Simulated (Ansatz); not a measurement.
Input for Ansatz (development build ahead of 0.2.0):

```yaml
crystal:
  periodic: [false, false, false]
  atoms:
    - { symbol: Cl, position_ang: [0.0, 0.0, 0.0] }
    - { symbol: Cl, position_ang: [0.0, 0.0, 1.98555] }
basis:
  gaussian: { orbitals: def2-SVP }
total_charge: 1
magnetization:
  spin_polarized: true
  initial_magnetization: 1
hamiltonian:
  xc: hf
correlation:
  method: mp2
  frozen_orbitals: { Cl: 5 }
```

The input is written out in the form of the current development build from the run's settings.

The run gave:

- Converged: yes
- Reference energy: -918.24393 hartree
- Correlation energy: -0.26277 hartree
- Total energy: -918.50670 hartree
- Spin squared of the determinant: 0.761
- Stability test: minimum

Messages of the program:
```
mean field -24986.69026325 eV, -918.2439305874 hartree, gradient 3.0e-6 eV, S^2 0.761078; 9 other ends of a descent, 0 dependent functions left out
```

Caution: MP2 on this radical cation hangs on the determinant chosen; another reference gives a lower total.
